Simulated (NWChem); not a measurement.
System: dichloromethane (CH2Cl2); SMILES ClCCl

Here is an NWChem input.

```
start job
memory heap 200 mb stack 900 mb global 1100 mb
geometry units angstroms noautoz
  Cl     1.477601     0.000000     0.207438
  C      0.000000     0.000000    -0.763020
  Cl    -1.477601     0.000000     0.207438
  H      0.000000     0.901498    -1.385988
  H      0.000000    -0.901498    -1.385988
end
basis spherical
  * library def2-tzvpd
end
dft
  xc hfexch
  iterations 150
  mulliken
end
task dft energy
```

Output (shortened):

```
             Northwest Computational Chemistry Package (NWChem) 7.3.0
             --------------------------------------------------------

 C2V symmetry detected

                             Geometry "geometry" -> ""
                             -------------------------

 Output coordinates in angstroms (scale by  1.889725989 to convert to a.u.)

  No.       Tag          Charge          X              Y              Z
 ---- ---------------- ---------- -------------- -------------- --------------
    1 Cl                  17.0000     1.47760100     0.00000000     0.21451429
    2 C                    6.0000     0.00000000     0.00000000    -0.75594371
    3 Cl                  17.0000    -1.47760100     0.00000000     0.21451429
    4 H                    1.0000     0.00000000     0.90149800    -1.37891171
    5 H                    1.0000     0.00000000    -0.90149800    -1.37891171

 Effective nuclear repulsion energy (a.u.)     134.1997189189

      Symmetry information
      --------------------

 Group name             C2v
 Group number             16
 Group order               4
 No. of unique centers     3

  xc_inp: hfexch multiplicative factor not found.

                                 NWChem DFT Module
                                 -----------------

 Summary of "ao basis" -> "ao basis" (spherical)
 ------------------------------------------------------------------------------
       Tag                 Description            Shells   Functions and Types
 ---------------- ------------------------------  ------  ---------------------
 Cl                        def2-tzvpd               16       46   6s6p3d1f
 C                         def2-tzvpd               13       37   6s3p3d1f
 H                         def2-tzvpd                5        9   3s2p

      Symmetry analysis of basis
      --------------------------

        a1         55
        a2         21
        b1         41
        b2         30

            General Information
            -------------------
          SCF calculation type: DFT
          Wavefunction type:  closed shell.
          No. of atoms     :     5
          No. of electrons :    42
           Alpha electrons :    21
            Beta electrons :    21
          Charge           :     0
          Spin multiplicity:     1
          Use of symmetry is: on ; symmetry adaption is: on
          Maximum number of iterations: 150
          AO basis - number of functions:   147
                     number of shells:    55
          Convergence on energy requested:  1.00D-06
          Convergence on density requested:  1.00D-05
          Convergence on gradient requested:  5.00D-04

              XC Information
              --------------
                     Hartree-Fock (Exact) Exchange  1.000

      Superposition of Atomic Density Guess
      -------------------------------------

 Sum of atomic energies:        -957.62676289

      Non-variational initial energy
      ------------------------------

 Total energy =    -958.529690
 1-e energy   =   -1588.622614
 2-e energy   =     495.893204
 HOMO         =      -0.352475
 LUMO         =       0.019162

      Symmetry analysis of molecular orbitals - initial
      -------------------------------------------------

  Numbering of irreducible representations:

     1 a1          2 a2          3 b1          4 b2

  Orbital symmetries:

     1 a1          2 b1          3 a1          4 a1          5 b1
     6 a1          7 b1          8 a1          9 b2         10 a2
    11 b1         12 a1         13 b1         14 a1         15 b2
    16 a1         17 b1         18 a2         19 a1         20 b1
    21 b2         22 a1         23 b1         24 a1         25 b2
    26 a1         27 b1         28 a2         29 a1         30 b1
    31 b2

     ---------------------------------------------
      Total Density - Mulliken Population Analysis
     ---------------------------------------------

    Atom       Charge   Shell Charges
 -----------   ------   -------------------------------------------------------
    1 Cl  17    17.37   2.01  0.45  1.52  1.10  0.87  0.03  4.19  1.69  1.10  2.88  1.47  0.03  0.01  0.03  0.00  0.00
    2 C    6     5.62   0.85  1.12  0.51  0.68 -0.05  0.01  0.95  1.19  0.29  0.02  0.10 -0.07  0.01
    3 Cl  17    17.37   2.01  0.45  1.52  1.10  0.87  0.03  4.19  1.69  1.10  2.88  1.47  0.03  0.01  0.03  0.00  0.00
    4 H    1     0.82   0.25  0.45  0.06  0.02  0.04
    5 H    1     0.82   0.25  0.45  0.06  0.02  0.04

   convergence    iter        energy       DeltaE   RMS-Dens  Diis-err
 ---------------- ----- ----------------- --------- --------- ---------
 d= 0,ls=0.0,diis     1   -958.0052013864 -1.09D+03  3.65D-03  3.61D-01
 d= 0,ls=0.0,diis     2   -958.0421836281 -3.70D-02  1.36D-03  1.76D-01
 d= 0,ls=0.0,diis     3   -958.0621922731 -2.00D-02  5.20D-04  2.86D-03
 d= 0,ls=0.0,diis     4   -958.0631530956 -9.61D-04  1.51D-04  1.75D-04
 d= 0,ls=0.0,diis     5   -958.0632273732 -7.43D-05  3.61D-05  1.80D-05
  Resetting Diis
 d= 0,ls=0.0,diis     6   -958.0632335930 -6.22D-06  1.22D-05  1.83D-06
 d= 0,ls=0.0,diis     7   -958.0632342015 -6.09D-07  2.15D-06  9.27D-08

         Total DFT energy =     -958.063234201511
      One electron energy =    -1589.810297699792
           Coulomb energy =      558.558987727356
    Exchange-Corr. energy =      -61.011643147980
 Nuclear repulsion energy =      134.199718918906

 Numeric. integr. density =        0.000000000000

                  Occupations of the irreducible representations
                  ----------------------------------------------

                     irrep           alpha         beta
                     --------     --------     --------
                     a1                9.0          9.0
                     a2                2.0          2.0
                     b1                7.0          7.0
                     b2                3.0          3.0

                       DFT Final Molecular Orbital Analysis
                       ------------------------------------

 Vector   19  Occ=2.000000D+00  E=-4.704093D-01  Symmetry=a1
              MO Center= -8.3D-14,  5.5D-16,  1.3D-01, r^2= 3.2D+00
   Bfn.  Coefficient  Atom+Function         Bfn.  Coefficient  Atom+Function
  ----- ------------  ---------------      ----- ------------  ---------------
    18      0.362967  1 Cl pz               101      0.362967  3 Cl pz
    21      0.242863  1 Cl pz               104      0.242863  3 Cl pz
    15      0.170251  1 Cl pz                98      0.170251  3 Cl pz
    51      0.136142  2 C  s                  9     -0.133465  1 Cl pz
    92     -0.133465  3 Cl pz                55     -0.116150  2 C  pz

 Vector   20  Occ=2.000000D+00  E=-4.494436D-01  Symmetry=b1
              MO Center=  8.6D-14, -9.3D-15,  1.4D-01, r^2= 3.5D+00
   Bfn.  Coefficient  Atom+Function         Bfn.  Coefficient  Atom+Function
  ----- ------------  ---------------      ----- ------------  ---------------
    16      0.303754  1 Cl px                99      0.303754  3 Cl px
    18     -0.266370  1 Cl pz               101      0.266370  3 Cl pz
    19      0.194967  1 Cl px               102      0.194967  3 Cl px
    21     -0.185172  1 Cl pz               104      0.185172  3 Cl pz
    13      0.140968  1 Cl px                96      0.140968  3 Cl px

 Vector   21  Occ=2.000000D+00  E=-4.449455D-01  Symmetry=b2
              MO Center= -4.2D-16, -4.6D-16, -1.1D-02, r^2= 3.3D+00
   Bfn.  Coefficient  Atom+Function         Bfn.  Coefficient  Atom+Function
  ----- ------------  ---------------      ----- ------------  ---------------
    17      0.362201  1 Cl py               100      0.362201  3 Cl py
    20      0.254617  1 Cl py               103      0.254617  3 Cl py
    14      0.168906  1 Cl py                97      0.168906  3 Cl py
    54     -0.142413  2 C  py                 8     -0.131421  1 Cl py
    91     -0.131421  3 Cl py               131     -0.126867  4 H  s

 Vector   22  Occ=0.000000D+00  E= 6.425316D-02  Symmetry=a1
              MO Center=  1.9D-15, -6.5D-16,  1.6D+00, r^2= 1.8D+01
   Bfn.  Coefficient  Atom+Function         Bfn.  Coefficient  Atom+Function
  ----- ------------  ---------------      ----- ------------  ---------------
    52      6.007887  2 C  s                 51      3.523218  2 C  s
     6     -2.386597  1 Cl s                 89     -2.386597  3 Cl s
   132     -1.993201  4 H  s                141     -1.993201  5 H  s
    22      1.171024  1 Cl px               105     -1.171024  3 Cl px
    24      0.950969  1 Cl pz               107      0.950969  3 Cl pz

 Vector   23  Occ=0.000000D+00  E= 6.728688D-02  Symmetry=b1
              MO Center= -1.3D-12,  6.8D-15,  3.8D-01, r^2= 2.3D+01
   Bfn.  Coefficient  Atom+Function         Bfn.  Coefficient  Atom+Function
  ----- ------------  ---------------      ----- ------------  ---------------
     6      2.093007  1 Cl s                 89     -2.093007  3 Cl s
    22     -1.509495  1 Cl px               105     -1.509495  3 Cl px
    59     -0.708658  2 C  px                19     -0.369515  1 Cl px
   102     -0.369515  3 Cl px                75      0.292712  2 C  d  1
    21     -0.272978  1 Cl pz               104      0.272978  3 Cl pz

 Vector   24  Occ=0.000000D+00  E= 7.030036D-02  Symmetry=a1
              MO Center=  1.5D-12,  1.5D-12, -1.5D+00, r^2= 1.0D+01
   Bfn.  Coefficient  Atom+Function         Bfn.  Coefficient  Atom+Function
  ----- ------------  ---------------      ----- ------------  ---------------
    51      3.261802  2 C  s                132     -2.927913  4 H  s
   141     -2.927913  5 H  s                 52      1.489418  2 C  s
    61     -1.260245  2 C  pz                76     -0.549855  2 C  d  2
   137      0.527749  4 H  py               146     -0.527749  5 H  py
    24     -0.494332  1 Cl pz               107     -0.494332  3 Cl pz

     ---------------------------------------------
      Total Density - Mulliken Population Analysis
     ---------------------------------------------

    Atom       Charge   Shell Charges
 -----------   ------   -------------------------------------------------------
    1 Cl  17    17.27   2.01  0.45  1.52  1.08  0.91  0.03  4.18  1.69  1.07  2.80  1.44  0.03  0.02  0.04 -0.00  0.01
    2 C    6     5.71   0.85  1.12  0.48  0.76 -0.24  0.02  1.14  1.38  0.12  0.02  0.14 -0.10  0.01
    3 Cl  17    17.27   2.01  0.45  1.52  1.08  0.91  0.03  4.18  1.69  1.07  2.80  1.44  0.03  0.02  0.04 -0.00  0.01
    4 H    1     0.88   0.27  0.47  0.09  0.02  0.03
    5 H    1     0.88   0.27  0.47  0.09  0.02  0.03

     -------------------------------------------
      Total Density - Lowdin Population Analysis
     -------------------------------------------

    Atom       Charge   Shell Charges
 -----------   ------   -------------------------------------------------------
    1 Cl  17    16.52   1.98  0.85  1.13  0.81  0.57  0.14  3.93  1.90  1.22  2.41  1.21  0.11  0.01  0.07  0.17  0.01
    2 C    6     7.00   0.91  1.04  0.36  0.31  0.14  0.09  1.01  1.36  0.55  0.03  0.46  0.68  0.05
    3 Cl  17    16.52   1.98  0.85  1.13  0.81  0.57  0.14  3.93  1.90  1.22  2.41  1.21  0.11  0.01  0.07  0.17  0.01
    4 H    1     0.98   0.25  0.36  0.11  0.06  0.19
    5 H    1     0.98   0.25  0.36  0.11  0.06  0.19

     Multipole analysis of the density
     ---------------------------------

     L   x y z        total         alpha         beta         nuclear
     -   - - -        -----         -----         ----         -------
     0   0 0 0     -0.000000    -21.000000    -21.000000     42.000000

     1   1 0 0     -0.000000     -0.000000     -0.000000      0.000000
     1   0 1 0      0.000000      0.000000      0.000000      0.000000
     1   0 0 1     -0.706015     -0.353008     -0.353008     -0.000000

     2   2 0 0    -25.559528   -145.324030   -145.324030    265.088533
     2   1 1 0      0.000000      0.000000      0.000000      0.000000
     2   1 0 1      0.000000      0.000000      0.000000      0.000000
     2   0 2 0    -23.472044    -14.638221    -14.638221      5.804398
     2   0 1 1      0.000000      0.000000      0.000000      0.000000
     2   0 0 2    -22.232789    -26.822037    -26.822037     31.411286
```

Level: Hartree-Fock/def2-TZVPD. Coordinates come from a PBE0/def2-SVP optimisation.
